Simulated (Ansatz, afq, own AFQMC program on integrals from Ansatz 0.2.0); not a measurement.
**B₂H, quartet in 6-31G, levels against full CI**

```xyz
3

B    -0.4854    0.0000    0.5270
B     0.4622    0.0000   -0.6621
H     0.2489    0.0000    1.4485
```

Connectivity, by distances: BH–B.

Basis 6-31G. Only valence electrons are correlated. AFQMC by an in-house program on the Cholesky factors that Ansatz 0.2.0 writes for its CCSD(T) run. ph-AFQMC/CISD is guided by a CISD state made of CCSD amplitudes; releasing the constraint for a short imaginary time cuts its bias at the price of noise, slowly where states lie close. Error bars are statistical, one sigma.

Determinant: UHF, the one that the program's search chose, which needn't be the lowest solution. The geometry is a point of a scan.

Full CI on the same integrals is exact in this basis and with this determinant's frozen core.

Cautions: lower spins were not checked.

* T1 diagnostic: 0.0372
* weight of the determinant in the CISD state: 0.913
* ⟨S²⟩ of the determinant: 3.766
* size of the correlated space: 7 electrons in 18 orbitals

**Question.** Estimate: order these by the size of their error in total energy against full CI, smallest first.
A. CCSD
B. MP2
C. phaseless AFQMC with a CISD trial
D. CCSDTQ

**Answer.** D (0.0 kJ/mol), C (1.3 ± 0.2 kJ/mol), A (8.7 kJ/mol), B (70.2 kJ/mol).

Reference: full CI, correlation energy -2.396 eV.

A walk keeps the symmetry of its determinant, which the program's search chose and which needn't be the lowest solution, so a lower state of the same spin and another symmetry isn't excluded.
